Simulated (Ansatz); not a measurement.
The inner images of a band of CH5Al + H3P (11 atoms, charge 0, multiplicity 1) are given out of order.

These are results of Ansatz, RKS PBE/def2-SVP, not measurements.

Image 0:

```xyz
11
Properties=species:S:1:pos:R:3
Al 0.014 -0.145 0.441
C 0.015 0.464 2.320
H -0.935 0.258 2.854
H 0.852 0.046 2.917
H 0.145 1.569 2.321
H 1.404 -0.414 -0.318
H -1.341 -0.089 -0.421
P -0.331 -3.423 0.836
H -0.860 -2.851 -0.376
H 1.032 -3.137 0.474
H -0.478 -2.192 1.589
```

Image 6:

```xyz
11
Properties=species:S:1:pos:R:3
Al 0.100 -0.864 -0.001
C -0.110 0.250 2.685
H -0.957 0.445 3.369
H 0.854 0.455 3.185
H -0.213 0.916 1.805
H 1.588 -0.274 -0.006
H -1.150 0.023 -0.470
P -0.243 -3.144 0.499
H -1.134 -3.331 -0.619
H 0.930 -3.558 -0.229
H -0.146 -0.830 2.416
```

Question: Put them in order from the first end to the last, with their energies above the first end.
A.
```xyz
11
Properties=species:S:1:pos:R:3
Al 0.080 -0.211 0.366
C -0.039 0.308 2.277
H -1.014 0.082 2.758
H 0.769 -0.101 2.919
H 0.073 1.414 2.278
H 1.533 -0.345 -0.305
H -1.235 -0.082 -0.546
P -0.267 -3.213 1.043
H -1.112 -2.842 -0.061
H 0.948 -3.056 0.288
H -0.218 -1.868 1.619
```
B.
```xyz
11
Properties=species:S:1:pos:R:3
Al 0.060 -0.807 0.001
C -0.098 0.200 2.636
H -1.044 0.414 3.165
H 0.763 0.238 3.328
H 0.048 0.956 1.840
H 1.536 -0.197 -0.136
H -1.232 0.044 -0.414
P -0.214 -3.080 0.589
H -1.104 -3.334 -0.513
H 0.969 -3.502 -0.116
H -0.165 -0.845 2.256
```
C.
```xyz
11
Properties=species:S:1:pos:R:3
Al 0.068 -0.464 0.246
C -0.074 0.101 2.293
H -1.045 0.024 2.822
H 0.750 -0.144 2.992
H 0.050 1.174 2.016
H 1.570 -0.275 -0.253
H -1.270 -0.032 -0.505
P -0.235 -2.961 1.063
H -1.108 -2.920 -0.078
H 0.975 -3.098 0.299
H -0.163 -1.316 1.741
```
D.
```xyz
11
Properties=species:S:1:pos:R:3
Al 0.073 -0.730 0.027
C -0.101 0.120 2.542
H -1.068 0.216 3.065
H 0.746 0.031 3.243
H 0.051 0.995 1.880
H 1.561 -0.176 -0.180
H -1.221 0.078 -0.461
P -0.228 -2.967 0.754
H -1.110 -3.224 -0.351
H 0.973 -3.382 0.081
H -0.158 -0.873 2.036
```
E.
```xyz
11
Properties=species:S:1:pos:R:3
Al 0.069 -0.637 0.126
C -0.104 0.060 2.408
H -1.081 0.059 2.918
H 0.738 -0.100 3.100
H 0.029 1.051 1.922
H 1.570 -0.208 -0.215
H -1.255 0.014 -0.488
P -0.208 -2.922 0.934
H -1.093 -3.050 -0.183
H 1.005 -3.199 0.224
H -0.151 -0.981 1.889
```

Answer: A (+1.7 kcal/mol), C (+18.9 kcal/mol), E (+1.2 kcal/mol), D (-9.7 kcal/mol), B (-12.6 kcal/mol).

The run took 2.4 min on 2 threads of Arm Neoverse V1, on a shared host, peak memory 0.12 GiB.
